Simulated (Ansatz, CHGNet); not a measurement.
For 2H WS2, the machine-learned potential CHGNet-r²SCAN (trained on r²SCAN data) gives:

* **equilibrium lattice constant a**: 3.181 Å
* **lattice parameter c**: 13.460 Å
* **elastic constant C11**: 190 GPa
* **elastic constant C44**: 1.63 GPa
* **Voigt–Reuss–Hill shear modulus**: 16.1 GPa

**Question.** What does r²SCAN+rVV10 in Ansatz (PAW) give for the same quantities?

**Answer.** 
- lattice constant a: 3.170 Å (falls by 0.3 %)
- lattice parameter c: 12.491 Å (drops by 7.2 %)
- elastic constant C11: 256 GPa (rises by 35 %)
- elastic constant C44: 16.0 GPa (increases by 880 %)
- Voigt–Reuss–Hill shear modulus: 43.2 GPa (rises by 170 %)

For comparison: lattice constant a 3.153 Å (measured, 300 K, not corrected to a static lattice; as tabulated in arXiv:1605.07067); lattice parameter c 12.323 Å (measured, 300 K, not corrected to a static lattice; as tabulated in arXiv:1605.07067).

Changes are worked out from the printed values.

Unless a cell is named, each level is at its own relaxed cell (CHGNet-r²SCAN 19.66, r²SCAN+rVV10 18.12 Å³/atom).

Levels without +SOC leave out spin–orbit coupling, which shifts energies and cells of such heavy elements.

Ansatz's density-functional and Hartree–Fock values are scalar-relativistic unless marked +SOC, with PAW data made under PBE.

Ansatz is a program for electronic structure.
